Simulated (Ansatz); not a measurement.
# SiNH4 radical (SMILES N[SiH2]): single points off equilibrium

An exercise on one series of results from a longer session: the logs are not shown, and one member is left open.

Program: Ansatz 0.2.0, Gaussian basis. Level of theory: single points in def2-TZVPP. These are calculated values, not measurements.

Cores are frozen in the correlated methods. Orbitals are unrestricted.

### The system as given

SMILES `N[SiH2]`, 6 atoms, charge 0, spin multiplicity 2.

Atoms are counted from 1 here; the program's logs count them from 0.

Bond lengths: N1–Si2 1.831 Å, N1–H3 1.008 Å, N1–H4 1.018 Å, Si2–H5 1.423 Å, Si2–H6 1.472 Å. Angles: Si2–N1–H3 109.8°, Si2–N1–H4 116.3°, H3–N1–H4 104.6°, N1–Si2–H5 104.6°, N1–Si2–H6 101.9°, H5–Si2–H6 118.0°.

Coordinates:

```xyz
6
charge 0, multiplicity 2
N    -0.1307   -0.8924    0.0028
Si    0.3044    0.8824    0.1182
H     0.6522   -1.4122   -0.3626
H    -0.3626   -1.3579    0.8775
H     0.6632    1.2504   -1.2084
H    -0.9237    1.4604    0.6869
```

Set-up of the first run:

run/in.yaml

```yaml
crystal:
  periodic: [false, false, false]
  atoms:
    - {symbol: N, position_ang: [-0.130700, -0.892400, 0.002800]}
    - {symbol: Si, position_ang: [0.304400, 0.882400, 0.118200]}
    - {symbol: H, position_ang: [0.652200, -1.412200, -0.362600]}
    - {symbol: H, position_ang: [-0.362600, -1.357900, 0.877500]}
    - {symbol: H, position_ang: [0.663200, 1.250400, -1.208400]}
    - {symbol: H, position_ang: [-0.923700, 1.460400, 0.686900]}
basis:
  gaussian: {orbitals: def2-TZVPP}
magnetization: {spin_polarized: true, initial_magnetization: 1}
correlation: {method: ccsd_t}
scf: {omitted_lower_state_checks: [cluster_reference]}
output: {forces: true}
```

Command:

```sh
ansatz run in.yaml --threads 4 --pin off --events-out ev --progress --plain --max-ram 5222MiB
```

Steps of the session up to this table: CCSD(T)/def2-TZVPP; PBE0-D4/def2-TZVPP; wB97M-V/def2-TZVPP; r2SCAN-D4/def2-TZVPP; PBE-D4/def2-TZVPP; B97M-V/def2-TZVPP; wB97X-V/def2-TZVPP.

One of the session's tables, all rows but one given; the rest of the session is left out.

| method | RMS force component (eV/Å) | angle to CCSD(T) forces (°) | dipole (D) |
| --- | --- | --- | --- |
| CCSD(T) | 0.825 | reference | 1.13 |
| PBE0-D4 | 0.878 | 2.8 | 1.14 |
| wB97M-V | 0.840 | 3.2 | 1.22 |
| r2SCAN-D4 | ? | ? | ? |
| PBE-D4 | 0.842 | 12.5 | 1.17 |
| B97M-V | 0.851 | 6.8 | 1.30 |
| wB97X-V | 0.882 | 2.4 | 1.13 |

Estimate the missing values for r2SCAN-D4.

**Answer.** RMS force component (eV/Å): 0.852; angle to CCSD(T) forces (°): 2.2; dipole (D): 1.17. In the column «RMS force component (eV/Å)» it lies between B97M-V (0.851) and PBE0-D4 (0.878).

Caveats from the session: The reference is not at the basis limit: in triple zeta CCSD(T) underbinds, which counts against methods that bind more; the gaps are no ranking.
